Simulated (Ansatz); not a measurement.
Frontier orbitals of C₄H₇NO (`C=C(C)C(N)=O`).

Charge 0, multiplicity 1. Geometry: relaxed with PBE0-D4/def2-TZVP. It is one conformer, not always the lowest. Basis def2-TZVPP, Ansatz.

```
             functional  HOMO (eV)  LUMO (eV)  gap (eV)
                    PBE      -5.76      -1.81      3.95
                 B97M-V      -6.23      -1.56      4.67
                   PBE0      -7.40      -0.85      6.55
HSE06 (plane-wave form)      -7.00      -1.24      5.76
              CAM-B3LYP      -8.89       0.27      9.16
                ωB97X-V      -9.89       1.37     11.26
                ωB97M-V      -9.84       1.27     11.11
                     HF     -10.31       2.94     13.25
```

Against PBE, PBE0 changes HOMO and LUMO by −1.64 and +0.96 eV, ωB97M-V by −4.07 and +3.09 eV. A gap of 3.95 eV thus becomes 11.11 eV for the same molecule, so an orbital gap means little without its functional. A positive LUMO is unbound and depends on the basis.
